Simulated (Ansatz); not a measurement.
A calculation with Ansatz (development build ahead of 0.2.0).

```yaml
crystal:
  periodic: [false, false, false]
  atoms:
    - { symbol: C, position_ang: [0.0, 0.0, 0.0] }
    - { symbol: S, position_ang: [0.0, 0.0, 4.272] }
    - { symbol: Li, position_ang: [0.0, 1.7038, -1.193] }
basis:
  gaussian: { orbitals: pcseg-2 }
total_charge: 1
magnetization:
  initial_magnetization: 2
hamiltonian:
  xc: pbe0
```

The input is written out in the form of the current development build from the run's settings.

Output:

| Item | Value |
| --- | --- |
| Converged | yes |
| Total energy | -443.01657 hartree |
| Spin squared of the determinant | 2.000 |
| Stability test | minimum among restricted orbitals |

Caution: stretched shape with no unrestricted run beside it, a lower state can exist; charge can spread falsely over distant fragments; other spin multiplicities may lie lower.
